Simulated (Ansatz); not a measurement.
Consider the substitution at a C–C bond: `N=CCC=N` + `OCF` → `N=COCF` + `CC=N`.

Computed with Ansatz on PBE0-D4/def2-TZVP structures; ΔE is electronic, products minus reactants. CCSD(T)/CBS is the MP2 limit (def2-TZVPP, def2-QZVPP) plus CCSD(T) − MP2 in def2-TZVPP, frozen cores. Functionals use def2-TZVPP. Each species was taken in one conformer, which may not be the lowest.

`N=CCC=N`:

Z-matrix (Å, degrees):
```
C
C 1 1.499
C 1 1.499 2 110.3
H 1 1.093 2 110.1 3 119.3
H 1 1.093 2 108.1 3 -120.4
N 2 1.263 1 121.5 3 109.9
H 2 1.098 1 115.1 3 -68.9
N 3 1.263 1 121.5 2 110.1
H 3 1.098 1 115.1 2 -68.7
H 6 1.020 2 110.9 1 -179.3
H 8 1.020 3 110.9 1 -179.3
```

`OCF`:

Cartesian coordinates in Å:
```
O -0.906 -0.366 0.464
C 0.189 0.287 -0.035
F 0.289 0.117 -1.402
H -0.754 -1.315 0.426
H 1.133 -0.075 0.389
H 0.049 1.352 0.159
```

`N=COCF`:

Cartesian coordinates in Å:
```
N -1.003 0.589 -1.333
C 0.073 0.982 -0.814
O 0.782 0.471 0.213
C 0.280 -0.678 0.829
F 1.151 -0.994 1.810
H -1.395 -0.247 -0.907
H 0.580 1.867 -1.191
H 0.233 -1.510 0.116
H -0.701 -0.480 1.276
```

`CC=N`:

```xyz
8

C     0.481    0.643   -0.168
C    -0.530   -0.453   -0.252
N    -0.826   -1.305    0.632
H     0.001    1.614   -0.325
H     0.988    0.649    0.799
H     1.227    0.531   -0.960
H    -1.078   -0.517   -1.199
H    -0.263   -1.161    1.473
```

```tsv
species	r2SCAN-D4 energy (Eh)
`N=CCC=N`	-227.34723
`OCF`	-214.96316
`N=COCF`	-308.38695
`CC=N`	-133.92287
```

Work out ΔE.

ΔE = (-308.38695) + (-133.92287) − (-227.34723) − (-214.96316) = 0.00057 Eh = +0.02 eV. CCSD(T)/CBS gives +0.17 eV.

Largest T1 diagnostic among the species: 0.013.

In def2-TZVPP, CCSD(T) changes the Hartree–Fock value by +0.04 eV (the triples alone add −0.01 eV) and MP2 by +0.06 eV. From PBE to PBE0 (25 % exact exchange), in def2-TZVPP and without D4, ΔE moves by +0.03 eV.
